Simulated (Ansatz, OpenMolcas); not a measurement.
# From Ansatz to OpenMolcas

Ansatz 0.2.0 runs this on triplet CHClF2:

molecule.yaml:
```yaml
crystal:
  periodic: [false, false, false]
  atoms:
    - {symbol: F, position_ang: [0.038900, -0.568100, 1.222300]}
    - {symbol: C, position_ang: [0.109400, 0.023600, 0.028300]}
    - {symbol: F, position_ang: [0.844200, -0.745900, -0.776900]}
    - {symbol: Cl, position_ang: [-1.511000, 0.208900, -0.640800]}
    - {symbol: H, position_ang: [0.568600, 1.007800, 0.125800]}
basis:
  gaussian: {orbitals: 6-311+G_st__st_-spherical.json}
hamiltonian: {xc: {name: revPBE}}
accuracy: high
magnetization: {spin_polarized: true, initial_magnetization: 2}
output: {orbitals: {seedname: orbitals}}
```

```bash
$ ansatz run molecule.yaml --threads 1 --pin off --max-ram 3480MiB --events-out events.jsonl --progress --plain --runs-dir runs
```

(Basis files named in the input come from the Basis Set Exchange and aren't shown.)

The coordinates come from a PBE0-D4/def2-TZVP relaxation. That shape belongs to the parent species and isn't relaxed for this state.

It gives a total energy of -698.247827 Eh.

Task: How is this level of theory, on these atoms, set up in OpenMolcas 26.06 as an input file of the program's own?

Result: This input was run:

input.xyz:
```
5

F      0.038900    -0.568100     1.222300
C      0.109400     0.023600     0.028300
F      0.844200    -0.745900    -0.776900
Cl    -1.511000     0.208900    -0.640800
H      0.568600     1.007800     0.125800
```

mol.inp:
```
&GATEWAY
BASLIB=$CurrDir
COORD=input.xyz
BASIS=6-311pGss
GROUP=NoSym
&SEWARD
GRIDINPUT
Grid=UltraFine
End of Grid
&SCF
UHF
SPIN=3
KSDFT=revPBE
THRESHOLDS=1e-10 1e-07 1e-07 1e-05
PRORBITALS=0
```

```bash
$ export MOLCAS_MEM=1860
$ pymolcas mol.inp > mol.log
```

(Basis files named in the input come from the Basis Set Exchange and aren't shown.)

Its energy is -698.247827 Eh, 0.000 mEh from the first.
